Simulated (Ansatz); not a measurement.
Input for Ansatz (development build ahead of 0.2.0):

```yaml
crystal:
  periodic: [false, false, false]
  atoms:
    - { symbol: S, position_ang: [-0.04225, 0.02806, -0.03206] }
    - { symbol: O, position_ang: [1.69633, -0.03839, 0.03174] }
    - { symbol: O, position_ang: [-0.89664, 1.54655, -0.01542] }
    - { symbol: O, position_ang: [-0.88788, -1.53552, 0.04081] }
basis:
  gaussian: { orbitals: "6-31G" }
hamiltonian:
  xc: hf
```

The input is written out in the form of the current development build from the run's settings.

Results

```
Converged                       : yes
Total energy                    : -621.58653 hartree
Spin squared of the determinant : 0.000
```
